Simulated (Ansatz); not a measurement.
System: NH$_{4}$, charge 1, singlet. NH4+ (SMILES [NH4+]).
B3LYP-D3(BJ)/def2-TZVP minimum from Ansatz (an electronic-structure program):
```xyz
5

N      0.0000     0.0000     0.0000
H      0.0143     0.9619    -0.3540
H      0.8334    -0.4977    -0.3293
H     -0.8403    -0.4774    -0.3416
H     -0.0074     0.0132     1.0249
```
Charge +1, spin multiplicity 1.

Hartree-Fock and MP2 correlation energies in hartree (Ansatz). UHF or UKS for unpaired electrons; spin-orbit terms are left out. Cores are frozen in correlated methods. No relativity.

| basis | X | E(HF) | E(corr, MP2) |
|---|---|---|---|
| cc-pVTZ | 3 | -56.56395 | -0.22950 |
| cc-pVQZ | 4 | -56.56782 | -0.24435 |
| cc-pV5Z | 5 | -56.56881 | withheld |

Fit E(corr) = E∞ + A/X³ to X = 3 and 4, predict X = 5, and compare with the run.

A = (-0.22950 - (-0.24435))/(1/27 - 1/64) = 0.6935; E∞ = -0.24435 - A/64 = -0.25519; at X = 5, E∞ + A/125 = -0.24964. The run gave -0.24983, 0.19 mEh below the prediction. The same form on X = 4 and 5 gives E∞ = -0.25558, 0.39 mEh below the first estimate.
